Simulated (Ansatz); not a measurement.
Fluorine at its PBE0-D4/def2-TZVP geometry, where that method's forces vanish. The species carries charge 0 and has multiplicity 1.

```xyz
2

F     0.5376    0.3649    0.2256
F    -0.5376   -0.3649   -0.2256
```

Task: What forces (eV/Å) does r2SCAN-D4/def2-TZVPP give on these atoms in the Gaussian-basis code of Ansatz? (Estimate.)

Result: Computed: 
```
F1   0.734  0.498  0.308
F2  -0.734 -0.498 -0.308
```
